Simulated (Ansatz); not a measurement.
**Energy profile**

The step: SiH₄S ([SiH3][SH]) + HF → SiH₃F ([F][SiH3]) + H₂S; bonds formed: Si1–F7, S2–H6; bonds broken: Si1–S2, H6–F7 (atoms numbered as in the saddle structure below).

```
8
angstrom
Si -0.5707 0.4101 -0.3829
S 0.4135 -0.9229 1.3774
H 0.0956 1.5123 -1.1199
H -1.3077 1.1830 0.6707
H -1.6386 -0.3723 -1.0416
H 0.9687 -1.1385 -0.0177
F 0.7447 -0.7123 -1.1852
H 1.2944 0.0406 1.6990
```

Electronic energies by CCSD(T) at an estimated basis limit (MP2 extrapolated from triple and quadruple zeta, plus CCSD(T) − MP2 in triple zeta), on PBE0-D4/def2-TZVP structures; SiH₅SF, singlet; no counterpoise correction. Ansatz 0.2.0; basis: def2-TZVPP and def2-QZVPP; cores frozen in the correlated methods. Extrapolation: Hartree–Fock as exp(−7.88 √X), correlation as X^−2.97.

Problem. Give the profile in kJ/mol, counted from the separated reactants. (Judge from chemistry; the value comes from the calculation.)

Solution. Computed:
```json
{"point": "separated: SiH₄S (linked as [SiH3][SH]; Si1, S2, H3, H4, H5, H8; singlet) + HF (H6, F7; singlet)", "kJ/mol": "0.0"}
{"point": "start structure", "kJ/mol": "-20.5"}
{"point": "saddle", "kJ/mol": "111.5"}
{"point": "end structure", "kJ/mol": "-79.7"}
{"point": "separated: SiH₃F (linked as [F][SiH3]; Si1, H3, H4, H5, F7; singlet) + H₂S (S2, H6, H8; singlet)", "kJ/mol": "-71.4"}
```

No T1 diagnostic of these runs exceeds 0.013.

For scale, one of the runs: CCSD(T)/def2-TZVPP, 185 basis functions (an equivalent command: `ansatz run in.yaml --threads 2`). Time: 27 s of wall clock on 2 CPU threads; the host was shared. Peak host memory: 1.9 GiB.
